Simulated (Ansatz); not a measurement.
# NiAsRh: computed properties

Level of theory: Ansatz, DFT r2SCAN, scalar-relativistic, plane waves, PAW.

Plane waves to 500 eV, a k mesh through Γ of 10×10×6 on the computed 6-atom cell and Gaussian smearing (0.10 eV); no spin polarisation.

The structure is relaxed at this level of theory with its symmetry kept. Whether it is the stable form of this composition wasn't checked.

```xyz
6
Lattice="3.5853 0.0000 0.0000 0.0000 3.5853 0.0000 0.0000 0.0000 6.1060" Properties=species:S:1:pos:R:3 pbc="T T T"
Ni    0.0000    0.0000    0.0000
Ni    1.7927    1.7927    0.0000
As    0.0000    1.7927    1.5311
As    1.7927    0.0000    4.5749
Rh    0.0000    1.7927    3.8973
Rh    1.7927    0.0000    2.2087
```

**Question.** Formation energy from the elements' standard states (uncorrected)?

**Answer.** -0.427 eV/atom.

**Question.** Density of states at the Fermi level?

**Answer.** 0.76 states/eV per cell.

**Question.** Löwdin character within 0.5 eV of the Fermi level?

**Answer.** Ni 3d 43 %, Rh 4d 29 %, As 4p 20 %.

**Question.** Bader charges (e)?

**Answer.** Ni (2 in the cell) 0.11, As (2 in the cell) -0.06, Rh (2 in the cell) -0.05.

A ferromagnetic start lost its moments in a first run, so spin was left out; other magnetic orders weren't tried.

Cost: 1 run of about 3.3 core-minutes, on Arm Neoverse V2 (shared hosts).